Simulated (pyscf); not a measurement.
PySCF, gas phase, ωB97X-D3(BJ)/def2-SVP geometries.

**Question.** What is the homolytic dissociation enthalpy (298 K, ωB97M-D3(BJ)/def2-TZVP) of the Ga–Si bond of H₃Si–Ga(AsH₂)–AsH₂, to SiH₃• + [H₂As–Ga–AsH₂]•?

**Answer.** Ga–Si to SiH₃• + [H₂As–Ga–AsH₂]•: 63.9 kcal/mol. The 7 functionals that were run give +59.1 (M06-2X) to +69.5 kcal/mol (ωB97X-D3(BJ)/def2-TZVP). The radicals are drawn with the spin at the cut bond; how far it spreads was not checked. Other isomers of [H₂As–Ga–AsH₂]• were not searched in full and may lie lower. Elements up to Kr have no core potential and no relativistic terms here.
